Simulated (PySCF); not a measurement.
Species: formic anhydride, C2H2O3.
Geometry (PBE0-D3(BJ)/def2-SVP, Å), atoms numbered from 1 in this order:
```
atom  x, y, z in Å
O1    -1.392    1.181    0.005
C2    -1.177    0.023    0.117
O3     0.046   -0.600    0.094
C4     1.238    0.059   -0.070
O5     1.399    1.223   -0.206
H6    -1.939   -0.771    0.263
H7     2.036   -0.712   -0.052
```

Computed, not measured: MP2 and CCSD/aug-cc-pVDZ in PySCF, restricted Hartree–Fock reference, 5 core orbitals frozen, non-relativistic, gas phase, PBE0-D3(BJ)/def2-SVP geometry.

E(HF) = -301.52799 Eh.

**Question.** How large is the problem?

**Answer.** 133 basis functions and 38 electrons; 5 orbitals frozen, which leaves o = 14 correlated occupied and v = 114 virtual orbitals. That is o·v = 1596 singles and o·v(o·v + 1)/2 = 1274406 distinct closed-shell doubles amplitudes before symmetry; the costliest CCSD step grows as o²v⁴ = 3.3 × 10^10.

**Question.** What are the MP2 and CCSD correlation energies?

**Answer.** MP2 -0.8411 Eh and CCSD -0.8538 Eh, which gives totals of -302.36906 and -302.38182 Eh. That is 0.830 eV for each correlated electron at CCSD (2242 kJ/mol in all, 0.282 % of the total energy); MP2 gives 98.5 % of the CCSD value.

**Question.** What is the T1 diagnostic?

**Answer.** 0.0179, below the customary warning level of 0.02. It is the norm of the spatial-orbital singles amplitudes over the root of the number of correlated electrons, so the norm is 0.095.

**Question.** How does correlation change the dipole moment?

**Answer.** HF gives 4.16 D and CCSD (unrelaxed density) 3.34 D, a change of -0.82 D.

No triples correction and no basis-set extrapolation were made.

The job also held the EOM ionisation roots. Time: 3.0 min. Hardware: an Arm Neoverse V2 with one thread (shared host).

One conformer stands for the species.
